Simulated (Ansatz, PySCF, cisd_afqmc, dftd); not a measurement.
Species: AlCl$_{2}$, charge 0, doublet. AlCl2 (SMILES [Cl][Al][Cl], doublet).
B3LYP-D3(BJ)/def2-TZVP minimum from Ansatz (a program for electronic structure):
```xyz
3

Al    -0.0038     0.7767     0.0269
Cl     1.8221    -0.2876    -0.0212
Cl    -1.8191    -0.3063     0.0006
```
Charge 0, spin multiplicity 2.

Property: enthalpy of formation at 298 K (by atomisation, with ideal-gas terms from PySCF's Hessian at B3LYP-D3(BJ)/def2-TZVP and the atoms' measured values of the G2/97 table; no spin-orbit terms), in kcal/mol. Open shells are spin-unrestricted; no spin-orbit coupling. Correlated methods leave the cores frozen. Rows without X2C or -DK are non-relativistic. AFQMC/CISD: phaseless, guided by CISD from CCSD amplitudes; bars are statistical, one sigma. Outlying blocks are dropped, and bars are widened where a walk drifts. Over all cases where full CI ran beside it in this data, AFQMC minus full CI had a median of +0.1 mEh and passed +0.4 mEh in a tenth of the cases. CBS(X,Y): correlation extrapolated as X^-3, Hartree-Fock from the larger set (Q,5: extrapolated as (X+1)exp(-9√X)). A bracket is a step between two methods taken in the basis named. Functionals run without relativity, which enters their misses. 'core' is core correlation in cc-pwCVTZ (1s frozen past Ne), 'X2C' scalar relativity in cc-pVTZ-DK, both at CCSD(T). For partners of very few electrons the exact lower level stands in for a higher one.

```
level                                                                                        program  enthalpy of formation at 298 K (kcal/mol)  difference against the last row
------------------------------------------------------------------------------------  --------------  -----------------------------------------  -------------------------------
HF/cc-pV(T+d)Z                                                                                Ansatz                                      -16.2                             41.0
r2SCAN/def2-TZVPD                                                                             Ansatz                                      -62.9                             -5.7
B3LYP-D3(BJ)/def2-TZVPD                                                               Ansatz + dftd3                                      -51.4                              5.8
CAM-B3LYP-D3(BJ)/def2-TZVPD                                                           Ansatz + dftd3                                      -51.4                              5.8
CAM-B3LYP/def2-TZVPD                                                                          Ansatz                                      -49.5                              7.7
CCSD/cc-pV(5+d)Z                                                                              Ansatz                                      -50.9                              6.3
CCSD(T)/cc-pV(Q+d)Z                                                                           Ansatz                                      -54.0                              3.2
CCSDT(Q)/cc-pV(D+d)Z                                                                          Ansatz                                      -33.8                             23.4
AFQMC/CISD/cc-pV(D+d)Z                                                                    cisd_afqmc                                -34.3 ± 0.3                             22.9
CCSD(T)/CBS(cc-pV(Q+d)Z,cc-pV(5+d)Z) + [CCSDT(Q) - CCSD(T)]/cc-pV(D+d)Z + core + X2C          Ansatz                                      -57.2                              0.0
```
